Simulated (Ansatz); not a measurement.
Geometry optimisation, RKS PBE/def2-SVP in Ansatz.

input.yaml

```yaml
crystal:
  periodic: [false, false, false]
  atoms:
    - { symbol: B, position_ang: [-0.9645, 0.2307, -0.638] }
    - { symbol: "N", position_ang: [-0.1342, -0.7374, 0.045] }
    - { symbol: C, position_ang: [0.9264, -0.3976, 0.6248] }
    - { symbol: H, position_ang: [-1.9314, -0.07, -1.1848] }
    - { symbol: H, position_ang: [-0.7202, 1.4147, -0.687] }
    - { symbol: H, position_ang: [1.24415, 0.65377, 0.64636] }
    - { symbol: H, position_ang: [1.6056, -1.08573, 1.16787] }
basis:
  gaussian: { orbitals: def2-SVP }
hamiltonian:
  xc: pbe
relax:
  f_tol: 0.015
  max_steps: 40
```

Command:

```bash
$ ansatz run input.yaml --threads 1 --pin off --max-ram 2048MiB --backend cpu --events-out ev --progress --plain --runs-dir out
```

Where does it end, and by what steps?

The run converged. After 16 steps the energy has fallen by 1.282 eV; H5 moved furthest, 1.16 Å.

```json
{"step": "0", "energy less start (eV)": "0.0000", "largest force component (eV/Å)": "1.426", "accepted": "yes"}
{"step": "1", "energy less start (eV)": "-0.1218", "largest force component (eV/Å)": "0.722", "accepted": "yes"}
{"step": "2", "energy less start (eV)": "-0.1573", "largest force component (eV/Å)": "0.835", "accepted": "yes"}
{"step": "3", "energy less start (eV)": "-0.1993", "largest force component (eV/Å)": "0.764", "accepted": "yes"}
{"step": "4", "energy less start (eV)": "-0.3275", "largest force component (eV/Å)": "1.317", "accepted": "yes"}
{"step": "5", "energy less start (eV)": "-0.4608", "largest force component (eV/Å)": "1.657", "accepted": "yes"}
{"step": "6", "energy less start (eV)": "-0.6019", "largest force component (eV/Å)": "2.133", "accepted": "yes"}
{"step": "7", "energy less start (eV)": "-0.8043", "largest force component (eV/Å)": "1.644", "accepted": "yes"}
{"step": "8", "energy less start (eV)": "-1.0285", "largest force component (eV/Å)": "1.625", "accepted": "yes"}
{"step": "9", "energy less start (eV)": "-1.1576", "largest force component (eV/Å)": "1.076", "accepted": "yes"}
{"step": "10", "energy less start (eV)": "-1.1692", "largest force component (eV/Å)": "1.251", "accepted": "yes"}
{"step": "11", "energy less start (eV)": "-1.2709", "largest force component (eV/Å)": "0.629", "accepted": "yes"}
{"step": "12", "energy less start (eV)": "-1.2621", "largest force component (eV/Å)": "0.156", "accepted": "no"}
{"step": "13", "energy less start (eV)": "-1.2816", "largest force component (eV/Å)": "0.050", "accepted": "yes"}
{"step": "14", "energy less start (eV)": "-1.2819", "largest force component (eV/Å)": "0.038", "accepted": "yes"}
{"step": "15", "energy less start (eV)": "-1.2819", "largest force component (eV/Å)": "0.037", "accepted": "yes"}
{"step": "16", "energy less start (eV)": "-1.2820", "largest force component (eV/Å)": "0.003", "accepted": "yes"}
```

```xyz
7
Properties=species:S:1:pos:R:3
B -1.130 0.370 -0.557
N 0.043 -0.011 0.015
C 1.127 -0.364 0.545
H -1.557 -0.267 -1.504
H -1.719 1.336 -0.106
H 2.105 0.038 0.197
H 1.157 -1.093 1.385
```

Whether the end is a true minimum wasn't checked by a vibrational analysis.

The run took 23 s on 1 thread of Arm Neoverse V1, with other jobs on the host, peak memory 0.12 GiB.
